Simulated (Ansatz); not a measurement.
`CC/C=C/S` → `[CH2]` (triplet) + `C/C=C/S` at 500 K and 1 bar (formal loss of a carbene).

Gas-phase electronic energies from Ansatz, PBE0-D4/def2-TZVP geometries. CCSD(T)/CBS adds triple-zeta CCSD(T) − MP2 to the extrapolated MP2 energy (def2 sets, frozen cores). This one scheme is used for every species. Double bonds are as drawn, so ΔE can hold a change between cis and trans. Triplets are unrestricted, without spin–orbit coupling. Each species was taken in one conformer, which may not be the lowest.

```tsv
species	CCSD(T)/CBS energy (Eh)	H − E (kJ/mol)	S (J/(mol·K))
`CC/C=C/S`	-554.78097	331.0	403.9
`[CH2]` (triplet)	-39.09499	62.7	213.9
`C/C=C/S`	-515.52005	246.9	358.3
```

H − E and S are ideal-gas, rigid-rotor, harmonic terms from PBE0-D4/def2-TZVP, for one conformer and one mirror image of each species, with the whole ground term of open shells counted as degenerate. 1 Eh = 2625.50 kJ/mol, R = 8.31446 J/(mol·K).

Q: By hand: ΔE, ΔH, ΔS and ΔG.

A: ΔE = (-39.09499) + (-515.52005) − (-554.78097) = 0.16593 Eh = 435.6 kJ/mol. Δ(H − E) = 62.7 + 246.9 − 331.0 = -21.4, so ΔH = 414.2 kJ/mol. ΔS = 213.9 + 358.3 − 403.9 = 168.3 J/(mol·K). ΔG = 414.2 − 500 × (168.3)/1000 = 330.0 kJ/mol.

Q: By hand: the equilibrium constant, and the temperature at which ΔG would vanish if ΔH and ΔS stayed fixed.

A: log₁₀ K = −ΔG/(RT ln 10) = -34.5. ΔG = 0 at ΔH/ΔS = 2461 K.

The number of gas molecules changes by +1, which sets the sign of ΔS. A doubt of 5 kJ/mol in ΔE shifts log₁₀ K by 0.5 here. Other conformers and mirror images would add mixing entropy, several J/(mol·K) or more a flexible species. A triplet takes part, so the spin changes. These are equilibria of isolated gas molecules and say nothing of rates. Largest T1 diagnostic: 0.011 (customary marks: 0.02 for closed shells, 0.045 for open ones).
